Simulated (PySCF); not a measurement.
Molecule: `InChI=1S/H2O/h1H2/p+1`.

Cartesian coordinates in Å; atom numbers follow the order of the lines, from 1:
```xyz
4

O     0.007   -0.003    0.193
H    -0.581   -0.735   -0.092
H    -0.343    0.880   -0.053
H     0.937   -0.133   -0.094
```

Total charge +1.

Geometry PBE0-D3(BJ)/def2-SVP throughout; GIAO in PySCF 2.14.0 with density-fitted response routines, gas phase, one conformer, non-relativistic; equivalent atoms averaged; functional PBE0.

Question: How do the shifts δ (against H2O, TMS at the same level) depend on the basis set? (ppm; last column core-seconds on shared hosts with different chips, so compare them loosely)

Answer: 
```csv
basis set,functions,O1,H2/H3/H4,core-s
STO-3G,8,-24.8,7.63,0.5
6-31G,15,7.5,6.76,0.9
pcSseg-0,15,23.8,6.76,0.5
6-31G*,20,15.8,6.66,1
def2-SVP,29,26.6,6.98,1.1
cc-pVDZ,29,25.3,6.75,0.6
pcSseg-1,32,35.6,7.45,0.8
"6-311+G(2d,p)",45,21.8,6.82,1.4
def2-TZVP,49,28.0,6.93,1.5
aug-cc-pVDZ,50,18.1,6.94,0.8
IGLO-III,65,22.9,7.13,1
cc-pVTZ,72,28.7,7.28,1.1
pcSseg-2,78,24.1,7.40,1.1
pcSseg-3,171,22.4,7.42,3.8
```

Question: Which nucleus moves most, in ppm?

Answer: O1 (oxygen bonded to 3 H): from -24.8 ppm with STO-3G to 35.6 ppm with pcSseg-1. The smallest spread is 0.97 ppm, at H2/H3/H4.

Question: Taking the largest basis, pcSseg-3 (171 functions), as the yardstick, rank the others by their worst heavy-atom deviation.

Answer: IGLO-III 0.5 ppm (65 functions), 6-311+G(2d,p) 0.5 ppm (45 functions), pcSseg-0 1.5 ppm (15 functions), pcSseg-2 1.8 ppm (78 functions), cc-pVDZ 2.9 ppm (29 functions), def2-SVP 4.3 ppm (29 functions), aug-cc-pVDZ 4.3 ppm (50 functions), def2-TZVP 5.6 ppm (49 functions), cc-pVTZ 6.3 ppm (72 functions), 6-31G* 6.6 ppm (20 functions), pcSseg-1 13.3 ppm (32 functions), 6-31G 14.9 ppm (15 functions), STO-3G 47.2 ppm (8 functions).

A small basis that lands close on one nucleus may do so by chance; judge by the trend and by all nuclei.
